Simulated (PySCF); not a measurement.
Core binding energy against partial charge

Species: C4H6PS (charge +1).
Z-matrix (Å and degrees, GFN2-xTB geometry), rows numbered from 1:
```
P 
C   1  1.7709
C   2  1.4267  1  122.87
C   3  1.3546  2  111.54  1  -179.00
S   4  1.7171  3  112.67  2     0.01
C   2  1.3819  1  124.76  3  -178.74
H   1  1.3726  2  112.16  3  -148.23
H   1  1.3784  2  114.17  3    91.26
H   1  1.3719  2  110.68  3   -28.18
H   3  1.0755  2  124.06  1     1.37
H   4  1.0722  3  127.63  2  -179.63
H   6  1.0733  2  127.71  1    -1.37
```

Binding energies: delta-SCF UKS SCAN, pcX-2 on the ionised atom, pcseg-1 elsewhere, spin-free X2C in PySCF 2.14.0. Charges: PBE0/pcSseg-1 ground-state density, for the ionised atom.

```tsv
atom	environment	C 1s (eV)	Mulliken (e)	IAO (e)	Hirshfeld (e)	ESP (e)
C3	aromatic CH carbon	295.03	+0.026	-0.172	-0.055	-0.283
C4	aromatic CH next to a ring sulfur	295.05	-0.241	-0.286	-0.041	-0.189
C6	aromatic CH next to a ring sulfur	295.50	-0.201	-0.295	-0.049	-0.354
C2	substituted aromatic carbon	295.74	-0.464	-0.306	-0.076	+0.068
```

Q: Give the correlation coefficient and slope of binding energy on charge for each scheme.

A: ESP: r = 0.55, slope 1.0 eV per e; IAO: r = -0.68, slope -3.8 eV per e; Hirshfeld: r = -0.71, slope -16.9 eV per e; Mulliken: r = -0.79, slope -1.4 eV per e. ESP charges have the highest r, on only 4 points.

Q: The point-charge model writes a binding energy as kq + V + constant, with V the potential of the other atoms' charges at the site. What does it give with the IAO charges?

A: V = Σ 14.40 eV Å × q/r over all other atoms: +4.33 eV at C3, +6.95 eV at C4, +7.42 eV at C6, +7.05 eV at C2. Fitting binding energy − V to q gives k = 18.5 eV per e and leaves an rms residual of 0.37 eV, against 0.22 eV for the fit on q alone. The model has no term for differences in relaxation between sites.

The species carries charge +1, so core ionisation leaves charge +2. Geometry: GFN2-xTB; no solvent, vibrations or thermal averaging. GFN2-xTB frequencies show an imaginary mode (22i cm⁻¹), so this geometry is no minimum at that level.
